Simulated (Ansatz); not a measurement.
**SiCl4 (singlet): from Hartree-Fock to the top rungs, 6-31G***

An exercise on one series of results from a longer session: the logs are not shown, and one member is left open.

Method: 6-31G*, core rule «outside noble gas», up to 25 orbitals frozen; program: Ansatz 0.2.0, Gaussian basis.

To be run: UHF; CCSD(T) on RHF; BCCD(T) on RHF; CISD; CCSDT(Q) on RHF; CASSCF and MRCISD+Q, 8 electrons in 8 orbitals; CASSCF and MRCISD+Q(relaxed), 8 electrons in 8 orbitals; CASSCF and NEVPT2, 8 electrons in 8 orbitals.

15 further runs of the same task are left out: 2 that didn't finish, 13 set aside as unsound or not needed.

## What is computed

The geometry is an MP2(full)/6-31G* stationary point (not a proven minimum).

5 atoms, charge 0, spin multiplicity 1.

Atoms are counted from 1 here; the program's logs count them from 0.

Bond lengths: Si1–Cl2 2.025 Å, Si1–Cl3 2.025 Å, Si1–Cl4 2.025 Å, Si1–Cl5 2.025 Å. Angles: Cl2–Si1–Cl3 109.5°, Cl2–Si1–Cl4 109.5°, Cl2–Si1–Cl5 109.5°, Cl3–Si1–Cl4 109.5°, Cl3–Si1–Cl5 109.5°, Cl4–Si1–Cl5 109.5°.

The first run:

in.yaml reads:

```yaml
crystal:
  periodic: [false, false, false]
  atoms:
    - {symbol: Si, position_ang: [0.000000, 0.000000, 0.000000]}
    - {symbol: Cl, position_ang: [1.169349, 1.169349, 1.169349]}
    - {symbol: Cl, position_ang: [-1.169349, -1.169349, 1.169349]}
    - {symbol: Cl, position_ang: [1.169349, -1.169349, -1.169349]}
    - {symbol: Cl, position_ang: [-1.169349, 1.169349, -1.169349]}
basis:
  gaussian: {orbitals: "6-31G*"}
magnetization: {spin_polarized: true, initial_magnetization: 0}
hamiltonian: {xc: hf}
output: {orbitals: {seedname: orbitals}}
```

Command:

```sh
$ ansatz run in.yaml --threads 1 --pin off --events-out ev --progress --plain --max-ram 3956MiB --backend cpu
```

Among the steps run: UHF; CCSD(T) on RHF; BCCD(T) on RHF; CISD; CCSDT(Q) on RHF; CASSCF and MRCISD+Q, 8 electrons in 8 orbitals; CASSCF and MRCISD+Q(relaxed), 8 electrons in 8 orbitals; CASSCF and NEVPT2, 8 electrons in 8 orbitals.

One of the session's tables, all rows but one given; the rest of the session is left out.

```
                    method  from RCCSDT(Q) (kJ/mol)
                       RHF                  +1733.0
                      RMP2                   +177.0
                      CISD                        ?
                     RCCSD                    +49.9
                  RCCSD(T)                     +5.6
                   BCCD(T)                     +5.2
                    RCCSDT                     +2.5
                 RCCSDT(Q)                        0
           CASSCF frontier                  +1618.5
           NEVPT2 frontier                   +181.2
           MRCISD frontier                   +284.8
         MRCISD+Q frontier                    +58.1
MRCISD+Q(relaxed) frontier                    +55.4
```

**Question.** Estimate the row for CISD.

**Answer.** from RCCSDT(Q) (kJ/mol): +322.4. In the column «from RCCSDT(Q) (kJ/mol)» it lies between MRCISD frontier (+284.8) and CASSCF frontier (+1618.5).
